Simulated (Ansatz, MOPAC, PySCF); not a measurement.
Reaction (SMILES): S (H2S) → [SH] (HS) + H atom (the H-S bond breaks)

Wanted: bond dissociation energy (enthalpy at 298 K), in kcal/mol. Conventions: six Cartesian d functions in 6-31G* and its kin unless marked 5d; UHF or UKS for open shells; dispersion terms only where a functional's name holds one; no spin-orbit coupling; non-relativistic. Ab initio and DFT rows: single points at B3LYP-D3(BJ) geometries (Ansatz, a program for electronic structure), with unscaled harmonic terms from B3LYP/6-31G* at its own minima. Semi-empirical rows: MOPAC heats of formation at their own minima for 298 K.

```json
[
 {"species": "S (H2S)", "coefficient": "-1", "E at B3LYP/6-31G* (Ansatz), Eh": "-399.38539", "E at M06-2X/def2-TZVPD (PySCF), Eh": "-399.38030", "H(298 K) - E, kcal/mol": "11.88", "heat of formation at PM3 (MOPAC), kcal/mol": "-0.92"},
 {"species": "[SH] (HS)", "coefficient": "+1", "E at B3LYP/6-31G* (Ansatz), Eh": "-398.74000", "E at M06-2X/def2-TZVPD (PySCF), Eh": "-398.73191", "H(298 K) - E, kcal/mol": "5.89", "heat of formation at PM3 (MOPAC), kcal/mol": "37.56"},
 {"species": "H atom", "coefficient": "+1", "E at B3LYP/6-31G* (Ansatz), Eh": "-0.50027", "E at M06-2X/def2-TZVPD (PySCF), Eh": "-0.49815", "H(298 K) - E, kcal/mol": "1.48", "heat of formation at PM3 (MOPAC), kcal/mol": "52.10"}
]
```

Measured values: Active Thermochemical Tables 1.112 (ions: stationary electron), as tabulated in the package chemicals; G2/97 table in ASE (Curtiss et al.); they hold spin-orbit and core effects, anharmonicity.  Value to compare with, the measured value: 91.2 kcal/mol. 1 Eh = 627.5095 kcal/mol.

Compute it at each level from the table, and compare with the measured value.


- B3LYP/6-31G*: the sum of coefficient times E is 0.14512 Eh, or 91.06 kcal/mol; the thermal terms add -4.51. Result: 86.6 kcal/mol. Its error against the measured value is -4.6 kcal/mol.
- M06-2X/def2-TZVPD: the sum of coefficient times E is 0.15024 Eh, or 94.28 kcal/mol; the thermal terms add -4.51. Result: 89.8 kcal/mol. Its error against the measured value is -1.4 kcal/mol.
- PM3: the sum of coefficient times heat of formation is 90.58 kcal/mol; it needs no thermal term. Its error against the measured value is -0.6 kcal/mol.
